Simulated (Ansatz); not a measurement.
```yaml
crystal:
  periodic: [false, false, false]
  atoms:
    - {symbol: Si, position_ang: [-0.928788, -1.092274, 0.634083]}
    - {symbol: H, position_ang: [-1.030215, -0.648281, 2.047643]}
    - {symbol: H, position_ang: [-0.712513, -2.556922, 0.587646]}
    - {symbol: H, position_ang: [-2.192487, -0.752883, -0.069623]}
    - {symbol: O, position_ang: [0.341389, -0.363755, -0.095451]}
    - {symbol: Si, position_ang: [0.980893, 1.036783, -0.648461]}
    - {symbol: H, position_ang: [2.351475, 0.759168, -1.136843]}
    - {symbol: H, position_ang: [0.154838, 1.573082, -1.760200]}
    - {symbol: H, position_ang: [1.035397, 2.045092, 0.441196]}
basis:
  gaussian: {orbitals: def2-SVP, final_grid: {core_spheres: 1, valence_spheres: 1, degree: 5}}
magnetization: {spin_polarized: true, initial_magnetization: 2}
hamiltonian: {xc: {name: PBE}}
scf: {omitted_lower_state_checks: [starts]}
output: {forces: true}
```

```sh
$ ansatz run in.yaml --threads 4 --pin off --events-out ev --progress --plain --max-ram 3916MiB
```

Output, abridged:

```
Functional definition: PBE
883 factors; their error is unknown
mean field evaluation 1: about -17872.7382 eV, gradient 3.6e1 eV
mean field evaluation 2: about -17835.8760 eV, gradient 9.6e1 eV
mean field evaluation 4: about -17876.8494 eV, gradient 1.1e1 eV
mean field evaluation 8: about -17877.6404 eV, gradient 1.5e0 eV
mean field evaluation 16: about -17861.3631 eV, gradient 2.5e0 eV
mean field -17861.41249050 eV, -656.3948021258 hartree, gradient 3.7e-5 eV, S^2 2.004561; 0 other end points of the search recorded, 0 dependent functions left out
reference -17861.41270209 eV, -656.3948099015 hartree; 22, 20 occupied and 58, 60 virtual orbitals, 883 factors
Total energy: -17861.41270209 eV, -656.3948099015 hartree
Atom 0 at    -0.928788    -1.092274     0.634083 Å, force     8.925913    -2.351013    -4.096443 eV/Å
Atom 1 at    -1.030215    -0.648281     2.047643 Å, force     0.063956    -0.319860    -1.598442 eV/Å
Atom 2 at    -0.712513    -2.556922     0.587646 Å, force    -0.060176     2.667132    -0.258407 eV/Å
Atom 3 at    -2.192487    -0.752883    -0.069623 Å, force     1.747013    -0.501640     1.003575 eV/Å
Atom 4 at     0.341389    -0.363755    -0.095451 Å, force   -11.322610    12.090473     3.233972 eV/Å
Atom 5 at     0.980893     1.036783    -0.648461 Å, force     2.380144    -9.645599     0.661406 eV/Å
Atom 6 at     2.351475     0.759168    -1.136843 Å, force    -2.603382     0.060195     1.109719 eV/Å
Atom 7 at     0.154838     1.573082    -1.760200 Å, force     0.919281    -0.625907     1.419269 eV/Å
Atom 8 at     1.035397     2.045092     0.441196 Å, force    -0.050140    -1.373781    -1.474649 eV/Å
Dipole moment:    -0.032707     0.043114     0.026369 e Å
Checks for a lower state left out: starts
```

In this input the integration grid is far too coarse. The run converged. The result belongs to that input, not to the species as meant.
